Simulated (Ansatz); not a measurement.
# HCl (singlet): the correlation ladder, cc-pV(D+d)Z

The task here is to estimate one member of a computed series from the others.

Program: Ansatz 0.2.0, Gaussian basis. Level of theory: cc-pV(D+d)Z, core rule «outside noble gas», up to 5 orbitals frozen. These are calculated values, not measurements.

The runs, in order: UHF; CCSD(T) on RHF; BCCD(T) on RHF; CISD; CCSDT(Q) on RHF; CISDTQ; CCSDTQ on RHF; CASSCF and MRCISD+Q, 8 electrons in 5 orbitals; CASSCF and NEVPT2, 8 electrons in 5 orbitals; Full CI.

9 further runs of the same task are left out: 9 set aside as unsound or not needed.

### The geometry

The geometry is an MP2(full)/6-31G* stationary point (not a proven minimum).

2 atoms, charge 0, spin multiplicity 1.

Atoms are counted from 1 here; the program's logs count them from 0.

Bond lengths: Cl1–H2 1.280 Å.

The first run:

Contents of in.yaml:

```yaml
crystal:
  periodic: [false, false, false]
  atoms:
    - {symbol: Cl, position_ang: [0.000000, 0.000000, 0.000000]}
    - {symbol: H, position_ang: [0.000000, 0.000000, 1.279978]}
basis:
  gaussian: {orbitals: "cc-pV(D+d)Z.json"}
magnetization: {spin_polarized: true, initial_magnetization: 0}
hamiltonian: {xc: hf}
output: {orbitals: {seedname: orbitals}}
```

Command:

```bash
$ ansatz run in.yaml --threads 1 --pin off --events-out ev --progress --plain --max-ram 5120MiB --backend cpu
```

Steps of the session up to this table: UHF; CCSD(T) on RHF; BCCD(T) on RHF; CISD; CCSDT(Q) on RHF; CISDTQ; CCSDTQ on RHF; CASSCF and MRCISD+Q, 8 electrons in 5 orbitals; CASSCF and NEVPT2, 8 electrons in 5 orbitals; Full CI.

One table of the session follows, with a row left open; its other results are not shown here.

| method | from FCI (kcal/mol) |
| --- | --- |
| RHF | +106.94 |
| RMP2 | +13.35 |
| CISD | +6.34 |
| RCCSD | +2.10 |
| RCCSD(T) | +0.36 |
| BCCD(T) | +0.36 |
| RCCSDT | +0.18 |
| CISDTQ | +0.16 |
| RCCSDT(Q) | +0.02 |
| RCCSDTQ | +0.01 |
| CASSCF valence | ? |
| NEVPT2 valence | +21.28 |
| MRCISD valence | +5.06 |
| MRCISD+Q valence | -0.09 |
| FCI | 0 |

**Question.** Estimate the row for CASSCF valence.

The run gave: from FCI (kcal/mol): +96.01. In the column «from FCI (kcal/mol)» it lies between NEVPT2 valence (+21.28) and RHF (+106.94).

Caveats from the session: MRCISD+Q valence falls below full CI: the +Q correction isn't variational, and the cores differ from full CI's.
